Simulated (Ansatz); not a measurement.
# H₈S₄+ (doublet): geometry and frequencies at several levels

The task, for H₈S₄+ (doublet): geometry and frequencies at several levels. Charge +1. Spin multiplicity 2.

Computed with Ansatz 0.2.0 (the levels named in each step, unless a step's input says otherwise).

**1. Starting point**

Bond lengths: S1–H5 1.334 Å, S1–H6 1.333 Å, S2–H7 1.333 Å, S2–H8 1.333 Å, S3–H9 1.335 Å, S3–H10 1.336 Å, S4–H11 1.335 Å, S4–H12 1.342 Å. Angles: H5–S1–H6 92.6°, H7–S2–H8 92.6°, H9–S3–H10 92.8°, H11–S4–H12 92.4°.

As a file:

```xyz
12

S    18.8398    9.7475   18.9342
S   -16.7674  -20.7980    1.3637
S     8.0614   -8.7339   -3.7076
S   -10.1649   19.7836  -16.5814
H    17.5135    9.8610   18.8514
H    18.9404    9.2974   17.6835
H   -16.7043  -20.2356    2.5704
H   -15.9849  -21.8133    1.7296
H     7.4559   -8.9217   -4.8829
H     8.5532   -7.5473   -4.0752
H    -9.7806   18.9342  -15.6256
H    -9.0018   20.4522  -16.5348
```

**2. A rough first relaxation, PBE-D4/def2-SVP**

Input file input.yaml:

```yaml
crystal:
  periodic: [false, false, false]
  atoms:
    - { symbol: S, position_ang: [18.8398, 9.7475, 18.93417] }
    - { symbol: S, position_ang: [-16.76743, -20.79797, 1.36372] }
    - { symbol: S, position_ang: [8.06142, -8.73394, -3.70758] }
    - { symbol: S, position_ang: [-10.16495, 19.78357, -16.58139] }
    - { symbol: H, position_ang: [17.51346, 9.86095, 18.85138] }
    - { symbol: H, position_ang: [18.94044, 9.29737, 17.68346] }
    - { symbol: H, position_ang: [-16.70426, -20.23561, 2.57038] }
    - { symbol: H, position_ang: [-15.98489, -21.81331, 1.72963] }
    - { symbol: H, position_ang: [7.45586, -8.92172, -4.88285] }
    - { symbol: H, position_ang: [8.55315, -7.54735, -4.07522] }
    - { symbol: H, position_ang: [-9.78064, 18.93424, -15.62555] }
    - { symbol: H, position_ang: [-9.00184, 20.4522, -16.53478] }
magnetization:
  spin_polarized: true
  initial_magnetization: 1
total_charge: 1
basis:
  gaussian: { orbitals: def2-SVP }
hamiltonian:
  xc: pbe
  dispersion: d4
relax:
  f_tol: 0.03
  max_steps: 200
```

Started as:

```console
ansatz run input.yaml --threads 4 --pin off --max-ram 10240MiB --backend cpu --events-out ev --progress --plain --runs-dir out
```

The runs that follow: Relaxation, HF/STO-3G; Relaxation, HF/6-31G*; Relaxation, LDA/def2-SVP; Frequencies, LDA/def2-SVP; Relaxation, PBE-D4/def2-SVP; Frequencies, PBE-D4/def2-SVP.

**Question.** What will these runs give? Wanted: S1–H5 at PBE-D4/def2-SVP; S1–H6 at PBE-D4/def2-SVP; frequencies at PBE-D4/def2-SVP.

**Answer**, as computed:

| quantity | value |
| --- | --- |
| S1–H5 at PBE-D4/def2-SVP | 1.364 Å |
| S1–H6 at PBE-D4/def2-SVP | 1.364 Å |
| frequencies at PBE-D4/def2-SVP | -20 to 2639 cm⁻¹ |

**Reading.** The S1–H5 distance spreads over 0.003 Å, from PBE-D4/def2-SVP (shortest) to LDA/def2-SVP. A small imaginary frequency is left, within the noise of the finite differences or a very flat motion.
